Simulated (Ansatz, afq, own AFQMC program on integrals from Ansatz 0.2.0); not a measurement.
AlSiH, triplet: AFQMC among the cluster methods

```xyz
3

Si    0.0000    0.0000    3.0570
Al    0.0000    0.0000   -0.7290
H     0.0000    0.0000   -2.3279
```

Connectivity, by distances: Si ··· AlH.

Basis 6-31G. Noble-gas cores (and the filled d shells of Ga–Kr and In–Xe) are frozen. Integrals, coupled cluster, full CI and functionals: Ansatz 0.2.0; the random walks run on the same integrals in our own AFQMC program. The CISD trial takes its coefficients from CCSD amplitudes. Released means that phaseless walkers are propagated on without the constraint, phases kept. Error bars are statistical, one sigma.

Determinant: UHF, the one that the program's search chose, which needn't be the lowest solution. The geometry is a point of a scan.

Full CI on the same integrals is exact in this basis and with this determinant's frozen core.

Cautions: lower spins were not checked; the released energies have errors that jump between times, so the bars are unsure, so no released level is given (meV from the phaseless value at times in 1/Eh: -3.9 ± 1.2 at 0.24, -5.3 ± 0.8 at 0.51, -6.2 ± 0.9 at 0.99, -16 ± 11 at 1.62, -6.1 ± 0.7 at 2.40).

* T1 diagnostic: 0.0180
* weight of the determinant in the CISD state: 0.906
* ⟨S²⟩ of the determinant: 2.005
* size of the correlated space: 8 electrons in 18 orbitals

```json
{"level": "MP2", "correlation energy (eV)": "-1.2275"}
{"level": "CCSD", "correlation energy (eV)": "-1.9101"}
{"level": "CCSD(T)", "correlation energy (eV)": "-1.9327"}
```

Estimate where full CI lies against CCSD(T) on the same integrals.

1.6 kJ/mol below CCSD(T).

Reference: full CI, correlation energy -1.949 eV.

```json
{"level": "CCSD(T)", "E − E(reference) (kJ/mol)": "1.6", "share of correlation (%)": "99.16"}
{"level": "CCSDT", "E − E(reference) (kJ/mol)": "0.3", "share of correlation (%)": "99.86"}
{"level": "CCSDT(Q)", "E − E(reference) (kJ/mol)": "0.1", "share of correlation (%)": "99.95"}
{"level": "CCSDTQ", "E − E(reference) (kJ/mol)": "0.0", "share of correlation (%)": "100.00"}
{"level": "ph-AFQMC/CISD", "E − E(reference) (kJ/mol)": "0.9 ± 0.3", "share of correlation (%)": "99.50"}
```

CCSDT and higher add their correlation energy to the determinant of the CCSD(T) run, since their own runs factorise the integrals more tightly (a shift of under 2 meV). A walk keeps the symmetry of its determinant, which the program's search chose and which needn't be the lowest solution, so a lower state of the same spin and another symmetry isn't excluded.
